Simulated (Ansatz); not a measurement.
Results of the Gaussian-basis code of Ansatz.

A structure relaxed at PBE0-D4/def2-TZVP, charge 0, multiplicity 1:

```xyz
12

C    -1.882   -0.091   -0.076
C    -0.447    0.187   -0.409
F    -0.235   -0.023   -1.748
O     0.355   -0.717    0.306
C     1.641   -0.377    0.511
N     2.145    0.710    0.137
H    -2.527    0.557   -0.669
H    -2.118   -1.133   -0.298
H    -2.064    0.099    0.982
H    -0.129    1.209   -0.192
H     2.140   -1.186    1.049
H     3.121    0.765    0.408
```

Task: Give its formula and SMILES.

Result: C3H6FNO, `CC(F)OC=N`.

Task: Summarise the bond lengths by kind.

Result: 1 × C–C 1.499 Å; 5 × C–H 1.090 to 1.092 Å; 1 × C–F 1.373 Å; 2 × C–O 1.346 to 1.404 Å; 1 × C–N 1.255 Å; 1 × H–N 1.014 Å.
